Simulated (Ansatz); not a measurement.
**Scan of [NH2···H···CH2], triplet**

Starting geometry:

```tsv
atom	x (Å)	y (Å)	z (Å)
N	-1.2400	-0.0184	-0.0286
H	-1.5373	0.9495	-0.0286
H	-1.5373	-0.4207	0.8517
H	-0.2276	-0.0184	-0.0286
C	1.4160	-0.0184	-0.0286
H	1.8305	-0.0184	0.9676
H	1.8305	-0.0184	-1.0247
```

From there atom H4 is moved from one fragment to the other while all else, the fragments' distance too, stays fixed, so the hump isn't the reaction's barrier; atoms are numbered as listed. Energies are in eV, counted from the starting geometry at the same level. Kohn–Sham curves are unrestricted where that lies lower.

Basis cc-pVDZ; Ansatz 0.2.0. Correlated methods freeze the noble-gas cores. Prefix R: restricted or restricted open-shell reference; prefix U: unrestricted.

Full CI isn't at hand for all of this; UCCSDT(Q) serves as the reference, and is uncertain by the last step of the cluster series or more.

| distance N1-H4 (Å) | B2PLYP |
| --- | --- |
| 1.012 | 0.000 |
| 1.092 | 0.029 |
| 1.250 | 0.245 |
| 1.408 | 0.187 |
| 1.566 | 0.050 |

Estimate the UCCSDT(Q) curve in cc-pVDZ from this one, knowing how B2PLYP differs from it in such a basis.

The computed UCCSDT(Q) values, in eV from the starting point, and the difference of B2PLYP against them:
```tsv
distance N1-H4 (Å)	UCCSDT(Q)	B2PLYP less UCCSDT(Q)
1.012	0.000	0.000
1.092	0.051	-0.022
1.250	0.321	-0.076
1.408	0.268	-0.081
1.566	0.104	-0.054
```

The difference spans 0.081 eV and is largest, -0.081 eV, at 1.408 Å.

In so small a basis the reference is far from its limit. A double hybrid takes much of its correlation from a semilocal functional, which needs less basis, so its difference from the reference holds the reference's basis and frozen-core error beside its own.
